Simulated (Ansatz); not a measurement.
The input, for Ansatz 0.2.0:

```yaml
crystal:
  periodic: [false, false, false]
  atoms:
    - {symbol: N, position_ang: [0.000000, 0.000000, 0.000000]}
    - {symbol: H, position_ang: [2.028585, 0.027249, -0.000139]}
    - {symbol: H, position_ang: [-1.037891, 1.743173, -0.005472]}
    - {symbol: H, position_ang: [-0.990694, -1.770422, 0.005610]}
basis:
  gaussian: {orbitals: "6-31G*"}
total_charge: 1
magnetization: {spin_polarized: false, initial_magnetization: 1}
correlation: {method: ccsd_t, frozen_orbitals: {"N": 20}}
scf: {lower_state_search: off}
```

```sh
$ ansatz run in.yaml --threads 1 --pin off --events-out ev --progress --plain --max-ram 2393MiB
```

One thing in this input was set wrong on purpose, beside settings that are merely unusual. What is the gravest fault, and what does the program do?

Wrong frozen-orbital counts. How the run ends: refused.
```
these checks for a lower state are left out or cut short: stability, starts, cluster_reference, orbital_swaps, neighbouring_geometries, increment
Error: "frozen_orbitals" has no count for H
```
